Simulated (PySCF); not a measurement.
Work out the structure from these simulated measurements.

Elements present: C, H, N and S. Monoisotopic mass: 82.9830 u.

| Property | Result |
| --- | --- |
| 1H NMR | chemical shifts (computed TMS as zero) by class: 1.00 (1 H) ppm [GIAO PBE0/pcSseg-1] |
| 13C NMR | chemical shifts (computed TMS as zero) by class: 128.7 (1 C), 70.5 (1 C), 45.8 (1 C) ppm [GIAO PBE0/pcSseg-1] |
| Rotational structure | rotational constants A, B, C: 454.847, 1.556, 1.550 GHz [GFN2-xTB] |
| Dipole | 1.24 D [PBE0/pcSseg-1] |
| NMR, other nuclei | isotropic shieldings of nuclei other than C and H, by class: 167 (1 N), 734 (1 S) ppm [GIAO PBE0/pcSseg-1] |

The electronic properties come from PySCF, for the isolated species, density fitting. Levels stand in brackets. Geometry: GFN2-xTB; no solvent, vibrations or thermal averaging. NMR classes are plain means over equivalent atoms (diastereotopic ones count apart unless rotation or inversion swaps them), as if these changed places fast.

**Question.** Which formula fits the mass and the elements?

**Answer.** C3HNS (calculated 82.9830). No other formula that holds each of these elements comes within 0.0003 u with a fitting electron parity and a possible valence count.

**Question.** Give a SMILES that accounts for the data.

**Answer.** Numbering: `[CH:1]#[C:2][N:3]=[C:4]=[S:5]`. Its formula, C3HNS, gives 4 degrees of unsaturation: 0 rings and 4 π bonds in the structure found. 3 carbons fall into 3 classes; from least to most shielded: isothiocyanate carbon [C4] (128.7 ppm), alkyne carbon [C2] (70.5 ppm), terminal alkyne carbon [C1] (45.8 ppm). The one hydrogen (1.00 ppm): alkyne hydrogen. The other shieldings belong to: 167 ppm, isothiocyanate nitrogen [N3]; 734 ppm, sulfur bonded to C [S5]. The optimised geometry has point group Cs and is an asymmetric top. Structure: ethynyl isothiocyanate, `C#CN=C=S`. The assignments are read from this structure; whether some other isomer fits the data as well wasn't checked.
